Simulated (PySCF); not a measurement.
**Electric properties by functional and basis**

AlH6N.
SMILES: `[NH3+][AlH3-]`

PySCF, dipoles from the SCF density, polarisabilities from static response with core orbitals frozen. Isolated species at its PBE0-D3(BJ)/def2-SVP geometry, gas phase.

The anisotropy is √(½[(α1 − α2)² + (α2 − α3)² + (α3 − α1)²]).

| level | μ (D) | α (Å³) | anisotropy (Å³) |
| --- | --- | --- | --- |
| LDA/def2-SVPD | 5.400 | 7.40 | 0.17 |
| PBE/def2-SVPD | 5.371 | 7.17 | 0.24 |
| B3LYP/def2-SVPD | 5.406 | 6.87 | 0.13 |
| PBE0/def2-SVPD | 5.421 | 6.84 | 0.17 |
| BHandHLYP/def2-SVPD | 5.450 | 6.56 | 0.08 |
| CAM-B3LYP/def2-SVPD | 5.442 | 6.77 | 0.10 |
| wB97X-D/def2-SVPD | 5.447 | 6.85 | 0.09 |
| LC-wPBE/def2-SVPD | 5.495 | 6.63 | 0.13 |
| HF/def2-SVPD | 5.549 | 6.22 | 0.05 |
| PBE0/6-31G* | 5.761 | 4.91 | 0.65 |
| PBE0/6-31+G* | 5.591 | 5.70 | 0.03 |
| PBE0/def2-SVP | 5.748 | 5.40 | 0.97 |
| PBE0/aug-cc-pVDZ | 5.369 | 7.03 | 0.10 |
| PBE0/def2-TZVP | 5.492 | 6.23 | 0.06 |
| PBE0/def2-TZVPD | 5.387 | 6.96 | 0.14 |
| PBE0/aug-cc-pVTZ | 5.381 | 7.02 | 0.12 |

The dipole runs from 5.37 D (PBE0/aug-cc-pVDZ) to 5.76 D (PBE0/6-31G*). No reference polarisability is at hand; against PBE0 in the largest diffuse basis at hand (aug-cc-pVTZ) the other PBE0 rows deviate by 6-31G* -30%, 6-31+G* -19%, def2-SVP -23%, def2-SVPD -3%, aug-cc-pVDZ 0%, def2-TZVP -11%, def2-TZVPD -1%. In one basis (def2-SVPD) the functionals order the polarisability from HF (lowest) to LDA (highest), a spread of 19%. With PBE0 the polarisability is 5.51 Å³ without diffuse functions (mean of 6-31G*, def2-SVP and def2-TZVP) and 6.71 Å³ with them (mean of 6-31+G*, def2-SVPD, aug-cc-pVDZ, def2-TZVPD and aug-cc-pVTZ).

Without π bonds the low states are Rydberg-like; a valence basis with one diffuse set may place them up to an eV too high.
